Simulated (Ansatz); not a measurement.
# Where the states of CoO lie

```cif
data_structure
_symmetry_space_group_name_H-M 'P 1'
_symmetry_Int_Tables_number 1
_cell_length_a 3.0035
_cell_length_b 3.0035
_cell_length_c 3.0035
_cell_angle_alpha 60.000
_cell_angle_beta 60.000
_cell_angle_gamma 60.000
_cell_volume 19.16
loop_
_atom_site_label
_atom_site_type_symbol
_atom_site_fract_x
_atom_site_fract_y
_atom_site_fract_z
_atom_site_occupancy
Co1 Co 0.00000 0.00000 0.00000 1
O1 O 0.50000 0.50000 0.50000 1
```

The runs use the primitive cell with vectors (0.000, 2.124, 2.124), (2.124, 0.000, 2.124), (2.124, 2.124, 0.000) Å, to which the k mesh refers.

Conventional cell: a = 4.248 Å, b = 4.248 Å, c = 4.248 Å, α = 90.00°, β = 90.00°, γ = 90.00°. Around Co (atom 1) lie 6 O at 2.12 Å. O (atom 2) is surrounded by 6 Co at 2.12 Å.

The cell was built from the rocksalt type and relaxed in the same program, and has space group Fm-3m; it needn't be a known or the stable phase.

Semilocal functionals without U often leave such compounds metallic or with too small a gap, and the real magnetic order may differ.

The magnetic state is the one reached from the start moments; no search over orders was made, so it needn't be the ground state.

All numbers below come from DFT, PBE, all-electron LAPW, scalar-relativistic in Ansatz 0.2.0.

Settings: a Γ-centred 13×13×13 k mesh, Fermi–Dirac smearing of 0.08 eV, basis error target 0.25 meV/atom, spin-polarised from start moments Co1 2 μB, ending with a cell moment of 2.87 μB.

States per eV and cell, averaged over 0.6 eV, from -8.2 to 6.0 eV, with energies (bin centres) from the Fermi level; empty bins are left out. The partial columns, the largest 4 alone, are projections on Löwdin-orthogonalised atomic shells (those that the program's projection atoms carry: the occupied ones and, for some elements, an empty d or f shell; other empty shells have no column), summed over atoms of an element and both spins. Weights on diffuse s and p shells depend on that basis and aren't pure angular character.

```json
{"E (eV)": "-8.0", "spin-up": "0.14", "spin-down": "0.00", "Co 3d": "0.02", "O 2p": "0.09", "Co 4s": "0.03", "O 2s": "0.00"}
{"E (eV)": "-7.4", "spin-up": "0.66", "spin-down": "0.17", "Co 3d": "0.14", "O 2p": "0.54", "Co 4s": "0.13", "O 2s": "0.01"}
{"E (eV)": "-6.8", "spin-up": "0.69", "spin-down": "0.63", "Co 3d": "0.18", "O 2p": "0.94", "Co 4s": "0.15", "O 2s": "0.02"}
{"E (eV)": "-6.2", "spin-up": "1.05", "spin-down": "0.67", "Co 3d": "0.44", "O 2p": "1.16", "Co 4s": "0.08", "O 2s": "0.01"}
{"E (eV)": "-5.6", "spin-up": "1.48", "spin-down": "0.42", "Co 3d": "0.64", "O 2p": "1.19", "Co 4s": "0.02", "O 2s": "0.01"}
{"E (eV)": "-5.0", "spin-up": "0.69", "spin-down": "0.85", "Co 3d": "0.41", "O 2p": "1.07", "Co 4s": "0.02", "O 2s": "0.01"}
{"E (eV)": "-4.4", "spin-up": "0.25", "spin-down": "1.64", "Co 3d": "0.45", "O 2p": "1.41", "Co 4s": "0.01", "O 2s": "0.00"}
{"E (eV)": "-3.8", "spin-up": "0.08", "spin-down": "0.49", "Co 3d": "0.14", "O 2p": "0.42", "Co 4s": "0.00", "O 2s": "0.00"}
{"E (eV)": "-3.2", "spin-up": "0.61", "spin-down": "0.12", "Co 3d": "0.58", "O 2p": "0.15", "Co 4s": "0.00", "O 2s": "0.00"}
{"E (eV)": "-2.6", "spin-up": "2.42", "spin-down": "0.01", "Co 3d": "2.30", "O 2p": "0.09", "Co 4s": "0.01", "O 2s": "0.02"}
{"E (eV)": "-2.0", "spin-up": "2.90", "spin-down": "0.08", "Co 3d": "2.52", "O 2p": "0.39", "Co 4s": "0.04", "O 2s": "0.02"}
{"E (eV)": "-1.4", "spin-up": "0.98", "spin-down": "0.36", "Co 3d": "0.96", "O 2p": "0.34", "Co 4s": "0.01", "O 2s": "0.02"}
{"E (eV)": "-0.8", "spin-up": "0.76", "spin-down": "0.98", "Co 3d": "1.32", "O 2p": "0.38", "Co 4s": "0.01", "O 2s": "0.01"}
{"E (eV)": "-0.2", "spin-up": "0.61", "spin-down": "2.57", "Co 3d": "2.71", "O 2p": "0.43", "Co 4s": "0.01", "O 2s": "0.01"}
{"E (eV)": "0.4", "spin-up": "0.00", "spin-down": "1.21", "Co 3d": "1.13", "O 2p": "0.07", "Co 4s": "0.01", "O 2s": "0.00"}
{"E (eV)": "1.0", "spin-up": "0.00", "spin-down": "1.08", "Co 3d": "0.95", "O 2p": "0.07", "Co 4s": "0.02", "O 2s": "0.04"}
{"E (eV)": "1.6", "spin-up": "0.01", "spin-down": "0.98", "Co 3d": "0.79", "O 2p": "0.14", "Co 4s": "0.03", "O 2s": "0.03"}
{"E (eV)": "2.2", "spin-up": "0.02", "spin-down": "0.82", "Co 3d": "0.60", "O 2p": "0.19", "Co 4s": "0.02", "O 2s": "0.02"}
{"E (eV)": "2.8", "spin-up": "0.03", "spin-down": "0.28", "Co 3d": "0.19", "O 2p": "0.08", "Co 4s": "0.03", "O 2s": "0.01"}
{"E (eV)": "3.4", "spin-up": "0.05", "spin-down": "0.03", "Co 3d": "0.00", "O 2p": "0.02", "Co 4s": "0.04", "O 2s": "0.02"}
{"E (eV)": "4.0", "spin-up": "0.07", "spin-down": "0.05", "Co 3d": "0.00", "O 2p": "0.03", "Co 4s": "0.06", "O 2s": "0.02"}
{"E (eV)": "4.6", "spin-up": "0.11", "spin-down": "0.07", "Co 3d": "0.00", "O 2p": "0.04", "Co 4s": "0.10", "O 2s": "0.02"}
{"E (eV)": "5.2", "spin-up": "0.19", "spin-down": "0.12", "Co 3d": "0.01", "O 2p": "0.06", "Co 4s": "0.14", "O 2s": "0.02"}
{"E (eV)": "5.8", "spin-up": "0.25", "spin-down": "0.19", "Co 3d": "0.01", "O 2p": "0.07", "Co 4s": "0.20", "O 2s": "0.02"}
```

Task: Which of the resolved shells contributes most within 0.3 eV of the Fermi level?

Result: Co 3d, with 89 % of all states there; O 2p follows with 10 %.

Task: Where is the centre of the filled Co 3d states between -14 eV and the top of the filled states?

Result: -2.25 eV from the Fermi level.
